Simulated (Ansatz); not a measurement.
Compare A (`C=CC(=O)OC`) with its isomer B (`CC(=O)/C=C\O`).

Calculated with Ansatz (gas phase, PBE0-D4/def2-TZVP geometries, no zero-point term in ΔE). CCSD(T)/CBS adds triple-zeta CCSD(T) − MP2 to the extrapolated MP2 energy (def2 sets, frozen cores). Functionals use def2-TZVPP. B3LYP here is the variant with VWN-RPA as its local correlation; programs differ in this. One conformer a species, not always the lowest.

Question: Which isomer does CCSD(T)/CBS put lower? Give the gap. (Estimate.)

Answer: Computed: B, by 25.4 kJ/mol.

Question: Give E(B) − E(A) in kJ/mol with ωB97M-V, MP2/def2-TZVPP, CCSD(T)/def2-TZVPP, B3LYP-D4, HF/def2-TZVPP, r2SCAN-D4, CCSD(T)/def2-SVP. (An estimate is asked.)

Answer: Ansatz gave: ωB97M-V -28.8, MP2/def2-TZVPP -30.9, CCSD(T)/def2-TZVPP -23.0, B3LYP-D4 -31.9, HF/def2-TZVPP 2.2, r2SCAN-D4 -41.2, CCSD(T)/def2-SVP -18.6. The order is the other way round with HF/def2-TZVPP.

Question: Does the order hold for the free energy at 298.15 K (harmonic terms from PBE0-D4)? (An estimate is asked.)

Answer: Computed: Yes: G(B) − G(A) = -26.7 kJ/mol, for one conformer each. Modes under 60 cm⁻¹, often nearly free rotors, make the harmonic entropy too high.

Largest T1 diagnostic: 0.017.

Leaving LDA and LC-ωPBE aside and taking each functional with its dispersion term where it has one, the values, not all of them listed here, spread over 24.3 kJ/mol, from PBE-D4 to BHLYP-D4. LDA lies −18.2 kJ/mol from PBE without D4. At CCSD(T), def2-SVP lies +6.9 kJ/mol from the extrapolated value and def2-TZVPP +2.4 kJ/mol.
